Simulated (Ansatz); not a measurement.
# C2Si (SiC2 ring): the cost of one run

Program: Ansatz 0.2.0. Level of theory: DFT B2PLYP, Gaussian basis cc-pV(T+d)Z. These are calculated values, not measurements.

## Step 1: The starting structure

Bond lengths: Si1–C2 1.833 Å, Si1–C3 1.833 Å, C2–C3 1.270 Å. Angles: Si1–C2–C3 69.7°, C2–Si1–C3 40.5°, Si1–C3–C2 69.7°.

Coordinates:

```xyz
3

Si    0.0000    0.0000    0.0000
C     0.6350    0.0000    1.7200
C    -0.6350    0.0000    1.7200
```

## Step 2: Relaxing the atoms: C2Si (SiC2 ring)

Contents of input.yaml:

```yaml
relax:
  f_tol: 0.0003
  max_steps: 200
  escape_saddle: false
crystal:
  periodic: [false, false, false]
  atoms:
    - { symbol: Si, position_ang: [0.0, 0.0, 0.0] }
    - { symbol: C, position_ang: [0.635, 0.0, 1.72] }
    - { symbol: C, position_ang: [-0.635, 0.0, 1.72] }
basis:
  gaussian: { orbitals: "cc-pV(T+d)Z.json" }
hamiltonian:
  xc: { name: B2PLYP }
```

The run is started by

```console
$ ansatz run input.yaml --threads 4 --pin off --max-ram 8192MiB --backend cpu --events-out ev --progress --plain --runs-dir out
```

**Question.** How long does this run take on 4 threads of Arm Neoverse V2, shared host, and how much memory does it need?

About 8.6 s, with a peak of 0.2 GiB.
